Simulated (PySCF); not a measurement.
# C3H3ClO: the cost of one run

The runs use PySCF 2.14.0, with density-fitted response routines of our own; the level of theory stands in each step. All values are computed, except where a source is named. Atoms are numbered from 0 throughout.

## 1. Starting geometry

8 atoms, charge 0, multiplicity 1; geometry from: GFN2-xTB.

Bonds of the start (Å): C0–C1 1.33, C1–C2 1.46, C2–O3 1.19, C2–Cl4 1.77, C0–H5 1.08, C0–H6 1.08, C1–H7 1.08.

## 2. Optimising the geometry at PBE0-D3(BJ)/def2-SVP

Job settings and geometry (Å):

```
{"job": {"xc": "PBE0", "basis": "def2-SVP", "d3": "d3bj", "grid": 1, "kind": "geom"}, "charge": 0, "multiplicity": 1}
C     -1.279367    -0.154271    -0.096061
C     -0.101181     0.123951     0.451889
C      1.124745     0.017524    -0.337748
O      1.245625    -0.296704    -1.476949
Cl     2.558747     0.432296     0.620520
H     -1.347192    -0.460684    -1.127300
H     -2.197518    -0.085449     0.461164
H      0.005198     0.432749     1.479921
```

Started as:

```sh
$ OMP_NUM_THREADS=1 python probes_run.py task.json out
```

This one command runs all jobs of the session in turn.

**Question.** How long does this first job take on 1 thread of Arm Neoverse V2, shared host, and how much memory does it need?

About 12 s, with a peak of 0.38 GiB.
